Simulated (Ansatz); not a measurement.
## Property card for CaP2Ru2

Theory: DFT PBEsol, scalar-relativistic, plane waves, PAW (Ansatz).

Cutoff 420 eV; k points 12×12×12 on the computed 5-atom cell (Γ-centred); Gaussian smearing, width 0.10 eV; no spin polarisation.

The structure is relaxed at this level of theory with its symmetry kept. Whether it is the stable form of this composition wasn't checked.

```cif
data_structure
_symmetry_space_group_name_H-M 'I4/mmm'
_symmetry_Int_Tables_number 139
_cell_length_a 4.0299
_cell_length_b 4.0299
_cell_length_c 9.6422
_cell_angle_alpha 90.000
_cell_angle_beta 90.000
_cell_angle_gamma 90.000
_cell_volume 156.59
loop_
_atom_site_label
_atom_site_type_symbol
_atom_site_symmetry_multiplicity
_atom_site_Wyckoff_symbol
_atom_site_fract_x
_atom_site_fract_y
_atom_site_fract_z
_atom_site_occupancy
Ca1 Ca 2 a 0.00000 0.00000 0.00000 1
P1 P 4 e 0.50000 0.50000 0.13092 1
Ru1 Ru 4 d 0.00000 0.50000 0.25000 1
```

- Space group: I4/mmm (No. 139)
- Volume per atom: 15.66 Å³
- Formation energy from the elements' standard states (uncorrected): -0.982 eV/atom
- Kohn–Sham band gap: none (metal)
- Density of states at the Fermi level: 1.39 states/eV per cell
- Löwdin character within 0.5 eV of the Fermi level: Ru 4d 49 %, P 3p 22 %, unprojected 18 %
- Bader charges (e): Ca (1 in the cell) 1.33, P (2 in the cell) -0.39, Ru (2 in the cell) -0.27